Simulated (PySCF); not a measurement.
**Nuclear quadrupole coupling in 2,3-dihydrothiophene**

Compound: 2,3-dihydrothiophene, C₄H₆S.
Structure used (PBE0-D3(BJ)/def2-SVP), in Å, numbered top down from 1:
```xyz
11
C4H6S angstrom
C      0.8860   -0.5550    0.5409
C      1.4854    0.4627   -0.0884
S      0.4358    1.4247   -1.1205
C     -1.0343    0.6136   -0.3835
C     -0.5649   -0.7279    0.1845
H      1.4199   -1.2511    1.1917
H      2.5451    0.7199   -0.0333
H     -1.4100    1.2704    0.4170
H     -1.8153    0.5147   -1.1493
H     -0.6622   -1.5312   -0.5714
H     -1.1874   -1.0261    1.0431
```

Field gradients from the PBE0/pcSseg-1 density (PySCF, non-relativistic), principal values in atomic units, ordered |Vxx| ≤ |Vyy| ≤ |Vzz|:

```
atom     Vxx     Vyy      Vzz
  S3  0.3562  2.3845  -2.7407
```

Find the asymmetry η = (Vxx − Vyy)/Vzz and the couplings χ = eQV/h (234.96 MHz × Q in barn × V in au), with Q(33S) = −0.0678 b.

```
atom     environment  nucleus     η  χzz (MHz)  χxx (MHz)  χyy (MHz)
  S3  sulfide sulfur      33S  0.74      43.66      -5.67     -37.99
```

The tensor is traceless: Vxx + Vyy + Vzz = 0.

What is Vzz at S3 in SI units (1 au = 9.71736 × 10²¹ V/m²)?

-2.7407 au = -26.632 × 10²¹ V/m².

And the gradient at the other heavy atoms, for which no coupling is worked out here?

```csv
atom,environment,Vzz (au),η
C1,alkene CH carbon,0.185,0.67
C2,alkene CH carbon,-0.289,0.26
C4,sp3 carbon bound to sulfur,0.280,0.26
C5,allylic carbon,0.086,0.52
```

Were the hydrogens deuterons (Q(2H) = 0.00286 b), χzz would run from 186 kHz (H10) to 208 kHz (H6).

The structure is a single PBE0-D3(BJ)/def2-SVP conformer in the gas phase; no vibrational or solvent corrections. These gradients aren't converged with respect to the basis.

The run behind these numbers computed NMR shieldings as well. The run took 10 s (grids of density and orbitals included) on Arm Neoverse V2, one thread, on a shared host, and the process peaked at 0.64 GiB of memory.
